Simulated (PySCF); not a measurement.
C2H4O2.

```xyz
8

C     -0.3946    -1.3589     0.0000
O      0.7257    -0.4740     0.0000
C      0.4328     0.8286     0.0000
O     -0.6740     1.2906     0.0000
H     -1.0164    -1.1976    -0.8936
H      0.0172    -2.3755     0.0000
H     -1.0164    -1.1976     0.8936
H      1.3730     1.4191     0.0000
```
Charge 0, spin multiplicity 1.

Geometry: ωB97X-D3(BJ)/def2-SVP. The values are those of a single conformer.

Method: PBE/pcSseg-1 (PySCF). Non-relativistic, no solvent.

Computed absolute GIAO shielding of each atom: isotropic value and principal components (ppm):
```json
[
 {"atom": "C1", "σ(iso)": "127.2", "σ11": "95.9", "σ22": "113.5", "σ33": "172.2", "span": "76.3"},
 {"atom": "O2", "σ(iso)": "118.0", "σ11": "-73.1", "σ22": "208.8", "σ33": "218.4", "span": "291.5"},
 {"atom": "C3", "σ(iso)": "18.3", "σ11": "-80.8", "σ22": "66.6", "σ33": "69.0", "span": "149.7"},
 {"atom": "O4", "σ(iso)": "-120.1", "σ11": "-393.1", "σ22": "-252.3", "σ33": "285.1", "span": "678.1"},
 {"atom": "H5", "σ(iso)": "27.4", "σ11": "24.2", "σ22": "25.4", "σ33": "32.6", "span": "8.4"},
 {"atom": "H6", "σ(iso)": "27.6", "σ11": "24.4", "σ22": "26.5", "σ33": "32.0", "span": "7.6"},
 {"atom": "H7", "σ(iso)": "27.4", "σ11": "24.2", "σ22": "25.4", "σ33": "32.6", "span": "8.4"},
 {"atom": "H8", "σ(iso)": "23.3", "σ11": "19.2", "σ22": "23.3", "σ33": "27.4", "span": "8.2"}
]
```
